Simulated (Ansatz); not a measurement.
Geometry optimisation, RKS PBE0-D4/def2-SVP (Ansatz 0.2.0).

input.yaml

```yaml
crystal:
  periodic: [false, false, false]
  atoms:
    - { symbol: Si, position_ang: [-0.09218, -0.180046, -0.08279] }
    - { symbol: H, position_ang: [-0.038687, -0.15517, 1.390447] }
    - { symbol: Cl, position_ang: [1.842833, -0.31015, -0.807164] }
    - { symbol: H, position_ang: [-0.754999, 1.029427, -0.629096] }
    - { symbol: H, position_ang: [-0.823786, -1.4079, -0.519707] }
    - { symbol: F, position_ang: [0.979189, 2.030531, 1.253304] }
    - { symbol: H, position_ang: [1.050031, 1.299509, 1.812307] }
basis:
  gaussian: { orbitals: def2-SVP }
hamiltonian:
  xc: pbe0
  dispersion: d4
relax:
  f_tol: 0.03
  max_steps: 50
```

Launched with:

```bash
$ ansatz run input.yaml --threads 1 --pin off --max-ram 2048MiB --backend cpu --events-out ev --progress --plain --runs-dir out
```

Q: Where does it end, and by what steps?

A: The run converged. After 14 steps the energy has fallen by 0.218 eV; H7 moved furthest, 0.94 Å.

```csv
step,energy less start (eV),largest force component (eV/Å),accepted
0,0.0000,0.555,yes
1,-0.0469,0.178,yes
2,-0.0232,1.340,no
3,-0.0535,0.451,yes
4,-0.0661,0.246,yes
5,-0.0762,0.142,yes
6,-0.0302,1.774,no
7,-0.0885,0.220,yes
8,-0.0998,0.588,yes
9,-0.1128,1.114,yes
10,-0.1273,1.710,yes
11,-0.2003,0.146,yes
12,-0.2095,0.256,yes
13,-0.2116,0.444,yes
14,-0.2176,0.025,yes
```

```xyz
7
Properties=species:S:1:pos:R:3
Si -0.241 -0.260 -0.036
H -0.543 -0.462 1.402
Cl 1.841 -0.174 -0.265
H -0.820 0.998 -0.568
H -0.696 -1.427 -0.837
F 0.985 2.055 1.590
H 1.636 1.576 1.130
```

Whether the end is a true minimum wasn't checked by a vibrational analysis.

Time of the run: 36 s on 1 thread of Arm Neoverse V1 (shared host), peak memory 0.14 GiB.
